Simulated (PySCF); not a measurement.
Below is a simulated gas-phase Si 2p photoelectron spectrum of Si(CCH)H3, `C#C[SiH3]`.

Every computed line was given a Gaussian of 0.8 eV full width at half maximum and an area set by the number of equivalent atoms (split 2:1 within a doublet); the highest printed point is 100. Computed, not measured: PySCF 2.14.0, delta-SCF UKS SCAN, pcX-2 on the ionised atom, pcseg-1 elsewhere, spin-free X2C.

binding energy (eV), intensity and a bar:
```
    106.2          0 
    106.3          1 
    106.4          2 #
    106.5          4 #
    106.6          8 ##
    106.7         15 #####
    106.8         26 ########
    106.9         39 ############
    107.0         56 #################
    107.1         72 ######################
    107.2         86 ##########################
    107.3         96 #############################
    107.4        100 ##############################
    107.5         98 #############################
    107.6         92 ############################
    107.7         85 #########################
    107.8         76 #######################
    107.9         67 ####################
    108.0         58 #################
    108.1         49 ###############
    108.2         39 ############
    108.3         29 #########
    108.4         20 ######
    108.5         13 ####
    108.6          8 ##
    108.7          4 #
    108.8          2 #
    108.9          1 
    109.0          0 
    109.1          0
```

Question: Count the maxima, the lines and the sites behind this envelope.

Answer: The curve has 1 maximum (at 107.4 eV). Under it lie 2 lines from 1 inequivalent silicon site, drawn as a 2p3/2, 2p1/2 pair. At this width some lines have no maximum of their own.

Question: Decompose the envelope and assign each component. Bonds: Si1–C2, C2–C3. Hydrogens: H5, H6, H7 on Si1; H4 on C3.

Answer: 
```tsv
position (eV)	relative area	line	atoms	environment
107.34	0.67	Si 2p3/2	Si1	silicon bonded to C and 3 H
107.96	0.33	Si 2p1/2	Si1	silicon bonded to C and 3 H
```

Question: What are the centre and the root-mean-square width of the whole band?

Answer: The area-weighted mean of the lines is 107.55 eV. Their own spread about it is 0.29 eV (rms) and each Gaussian has σ = 0.8/2.355 = 0.34 eV; the variances add, which gives 0.45 eV.

Shake-up satellites, vibrational structure and lifetime widths aren't simulated. The 2p values aren't plain energy differences: one relaxed spin-free 2p hole is combined with a matrix within the shell (ground-state 2p orbital-energy differences and spin–orbit coupling). 2p3/2, the mean of its two sublevels, lies a third of the splitting below the shell's mean and 2p1/2 two thirds above it; the statistical areas are 2:1. 2p1/2 minus 2p3/2 (ligand field included): Si 0.62 eV. Isolated species at its PBE0-D3(BJ)/def2-SVP geometry, gas phase.
